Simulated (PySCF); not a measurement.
# TDDFT excited states: AlH4N

Species: AlH2(NH2).
Cartesian coordinates in Å at the PBE0-D3(BJ)/def2-SVP level; atoms count from 1:
```xyz
6
AlH4N angstrom
Al     0.4275    0.7148    0.0036
H      1.9292    0.6730    0.5183
H     -0.3053    2.0288   -0.5031
N     -0.4846   -0.8045   -0.0021
H     -1.4461   -0.9076   -0.3080
H     -0.1207   -1.7045    0.2912
```

Computed with TDDFT CAM-B3LYP/def2-SVPD, vertical, gas phase, core orbitals frozen in the response in PySCF 2.14.0, density-fitted response routines.

Predict the UV-vis stick spectrum at this level.

```tsv
state	E (eV)	λ (nm)	ν̃ (cm⁻¹)	f	symmetry	main configurations (H = HOMO, L = LUMO)
S1	6.22	199.2	50200	0.0000	–	H-1→L (100%)
S2	6.39	194.0	51550	0.096	A1	H→L (98%)
S3	6.55	189.4	52790	0.071	B1 or B2	H→L+1 (85%)
S4	7.70	161.0	62090	0.014	B1 or B2	H-2→L (50%), H→L+3 (31%), H→L+2 (14%)
S5	7.73	160.4	62330	0.039	B1 or B2	H-1→L+1 (80%), H-1→L+2 (14%)
S6	8.01	154.8	64600	0.134	B1 or B2	H-2→L (45%), H→L+3 (27%), H→L+2 (24%)
S7	8.31	149.2	67020	0.0018	–	H→L+2 (51%), H→L+3 (35%), H→L+1 (11%)
S8	8.40	147.6	67730	0.0000	–	H→L+5 (82%), H→L+7 (14%)
S9	8.48	146.2	68390	0.081	B1 or B2	H-1→L+3 (47%), H-1→L+2 (36%), H-1→L+1 (14%)
S10	8.70	142.5	70190	0.010	B1 or B2	H→L+6 (87%)
S11	8.71	142.4	70230	0.195	B1 or B2	H-1→L+3 (42%), H-1→L+2 (33%), H→L+4 (18%)
S12	8.96	138.4	72250	0.0002	–	H→L+7 (66%), H→L+9 (19%), H→L+5 (14%)
S13	9.06	136.8	73080	0.254	B1 or B2	H→L+4 (78%), H-1→L+2 (12%)
S14	9.17	135.1	73990	0.197	A1	H-2→L+1 (88%)
S15	9.69	128.0	78150	0.183	B1 or B2	H-1→L+4 (95%)
```

Triplets (Tamm–Dancoff): T1 5.27 eV, H→L (95%); T2 5.69 eV, H-1→L (98%); T3 6.10 eV, H→L+1 (76%), H→L+3 (11%); T4 6.99 eV, H-2→L (92%).

The lowest singlet comes at 199 nm (601 kJ/mol) in the vacuum ultraviolet; it is dark (f under 0.0005); its leading configuration is HOMO-1→LUMO (100%). The strongest level in the table is S13 at 9.06 eV (137 nm, f = 0.254). S10/S11 lie within about 0.01 eV of each other. Löwdin shares by element: HOMO nitrogen 71%, hydrogen 16% or more, aluminium 12%; LUMO aluminium 66%, hydrogen 23% or more, nitrogen 11%. Of the 15 states listed, 11 reach f = 0.01 and 3 stay under 0.0005. The oscillator strengths of these states sum to 1.276; summed over the whole spectrum of an exact calculation they would give the number of electrons, 24 (Thomas–Reiche–Kuhn). The listed states span 3.46 eV, and the widest gap between neighbours is 1.15 eV (S3 to S4). All these states lie below the vertical ionisation energy of 10.18 eV (ΔSCF). Symmetry labels in C2v follow from the direction of the transition dipole and are given only for states with f of 0.002 or more; B1 and B2 swap with the choice of axes. Only the lowest 15 singlets were computed, as vertical energies without vibronic structure.
